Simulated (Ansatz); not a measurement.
C4H5N can be A, `c1cc[nH]c1`, or B, `C=CCC#N`.

Isolated molecules relaxed with PBE0-D4/def2-TZVP in Ansatz; ΔE leaves out vibrations. CCSD(T)/CBS is the MP2 limit (def2-TZVPP, def2-QZVPP) plus CCSD(T) − MP2 in def2-TZVPP, frozen cores. Functionals use def2-TZVPP. Each species was taken in one conformer, which may not be the lowest.

Problem. Which is lower in electronic energy at CCSD(T)/CBS, and by how much? (An estimate is asked.)

Solution. The calculation gave: A, by 63.1 kJ/mol.

Problem. Give E(B) − E(A) in kJ/mol with MP2/def2-TZVPP, r2SCAN-D4, B2PLYP, PBE0-D4, CCSD(T)/def2-TZVPP, ωB97M-V, HF/def2-TZVPP. (An estimate is asked.)

Solution. Computed: MP2/def2-TZVPP 74.9, r2SCAN-D4 91.3, B2PLYP 62.9, PBE0-D4 101.3, CCSD(T)/def2-TZVPP 53.4, ωB97M-V 73.0, HF/def2-TZVPP 24.7. None reverses the order clearly.

Largest T1 diagnostic: 0.012.

From PBE to PBE0 (25 % exact exchange), in def2-TZVPP and without D4, E(B) − E(A) moves by +6.0 kJ/mol. In def2-TZVPP, CCSD(T) changes the Hartree–Fock value by +28.6 kJ/mol (the triples alone add +5.9 kJ/mol) and MP2 by +50.2 kJ/mol.
